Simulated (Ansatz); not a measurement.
Geometry optimisation, RKS B3LYP/def2-SVP (Ansatz).

Input:

```yaml
crystal:
  periodic: [false, false, false]
  atoms:
    - { symbol: B, position_ang: [-0.046041, 0.378544, -0.516615] }
    - { symbol: "N", position_ang: [-0.010762, 0.062975, 2.196352] }
    - { symbol: H, position_ang: [-0.821641, -0.159834, 2.771727] }
    - { symbol: H, position_ang: [0.821392, 0.061842, 2.784143] }
    - { symbol: H, position_ang: [1.052881, -0.008423, -0.81943] }
    - { symbol: H, position_ang: [-1.024482, -0.254993, -0.817679] }
    - { symbol: H, position_ang: [-0.174632, 1.456423, -0.009423] }
    - { symbol: H, position_ang: [-0.136515, 1.018966, 1.811323] }
basis:
  gaussian: { orbitals: def2-SVP }
hamiltonian:
  xc: b3lyp
relax:
  f_tol: 0.03
  max_steps: 50
output:
  orbitals: {}
```

Command:

```bash
$ ansatz run input.yaml --threads 1 --pin off --max-ram 2048MiB --backend cpu --events-out ev --progress --plain --runs-dir out
```

**Question.** Where does it end, and by what steps?

**Answer.** The run converged. After 11 steps the energy has fallen by 1.277 eV; H3 moved furthest, 0.98 Å. Joined: B1–N2 (2.73 → 1.65 Å).

| step | energy less start (eV) | largest force component (eV/Å) | accepted |
| --- | --- | --- | --- |
| 0 | 0.0000 | 0.808 | yes |
| 1 | -0.1543 | 1.183 | yes |
| 2 | -0.4043 | 2.083 | yes |
| 3 | -0.8218 | 2.112 | yes |
| 4 | -1.0813 | 1.925 | yes |
| 5 | -1.1657 | 0.734 | yes |
| 6 | -1.2045 | 0.231 | yes |
| 7 | -1.1748 | 1.425 | no |
| 8 | -1.2296 | 0.166 | yes |
| 9 | -1.2513 | 0.250 | yes |
| 10 | -1.2700 | 0.166 | yes |
| 11 | -1.2766 | 0.005 | yes |

```xyz
8
Properties=species:S:1:pos:R:3
B -0.044 0.351 0.080
N -0.041 0.289 1.731
H -0.325 -0.634 2.068
H 0.889 0.484 2.109
H 0.773 -0.488 -0.272
H -1.191 0.082 -0.248
H 0.285 1.496 -0.197
H -0.686 0.975 2.130
```

Time of the run: 18 s on 1 thread of Arm Neoverse V1 (shared host), peak memory 0.11 GiB.
